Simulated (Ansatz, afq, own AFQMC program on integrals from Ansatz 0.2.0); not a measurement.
# C2H5, doublet in 6-31G along one coordinate

```tsv
atom	x (Å)	y (Å)	z (Å)
C	0.0000	-0.0041	0.7102
C	0.0000	0.0010	-0.7689
H	0.0000	-1.0167	1.1165
H	0.8752	0.5176	1.1197
H	-0.8752	0.5176	1.1197
H	0.0000	-0.9170	-1.3407
H	0.0000	0.9353	-1.3164
```

All coordinates are scaled about the centre. Energies in kJ/mol count from this geometry (1.000) at the same level; the start stands on UHF, each point on the determinant named.

Basis 6-31G. Only valence electrons are correlated. Ansatz 0.2.0 and our own AFQMC program on the same integrals; the CISD trial comes from CCSD amplitudes, and released means the phaseless constraint is let go. Error bars are statistical, one sigma.

Cautions, each for one point or more: CCSDT(Q) on the ROHF determinant differs, so the two series follow different states; cluster runs in doubt by the program's own checks; higher spins were not checked; strong correlation; the ph-AFQMC/CISD walk drifts between its halves; unrestricted determinant slightly spin contaminated; unrestricted determinant spin contaminated; walk and cluster series may follow different spin states.

```tsv
scale of all distances	det.	T1	weight	⟨S²⟩	CCSD(T)	ph-AFQMC/CISD	CCSDT(Q)	PBE	PBE0
0.871	UHF	0.007	0.93	0.76	366.4	364.9 ± 1.3	366.9	348.7	326.8
1.137	UHF	0.011	0.88	0.78	150.0	147.7 ± 1.9	149.2	158.3	186.1
1.279	UHF	0.021	0.84	0.85	524.3	523.5 ± 2.7	521.8	542.0	601.6
1.492	UHF¶	0.080	0.65	1.70	1147.7	1133.3 ± 3.9	1129.4	1180.4	1290.7
2.007	UHF†¶	0.098	0.48	4.14	2008.6	1994.1 ± 3.6	1982.7	2190.6§	2274.1§
2.382	UHF†¶	0.041	0.69	4.55	2162.4	2149.3 ± 2.4	–	2428.0§	2436.3§
```

Weight is that of the determinant in the CISD state; at the start T1 is 0.007 and the weight 0.91, and ⟨S²⟩ is 0.76. ¶ marks points with a poor determinant and no full CI, where no value is sure; they don't count among the departures. A dagger marks points whose determinant fills other symmetries than the start's, so the wave-function levels may follow another state there, or a degenerate partner. A dash marks a missing value, a released energy that hasn't settled or a functional that sits on another state. § marks a functional whose ⟨S²⟩ is too high by over 0.1. Largest departures from CCSDT(Q), at the points where its series has closed: CCSD(T) 2.5 kJ/mol at 1.279 (on UHF), ph-AFQMC/CISD -2.0 kJ/mol at 0.871 (on UHF) (within the noise), PBE 20.2 kJ/mol at 1.279, PBE0 79.8 kJ/mol at 1.279. Functionals count only at points shown to share the start's state and spin. In this small basis the wave-function levels are far from their limit, so their gap to the functionals isn't the functionals' error.

Some points may be missing: those where a free walk finds a much lower state, and past Zn most of those on another determinant than at the start.

A walk keeps the symmetry of its determinant, which the program's search chose and which needn't be the lowest solution, so a lower state of the same spin and another symmetry isn't excluded.
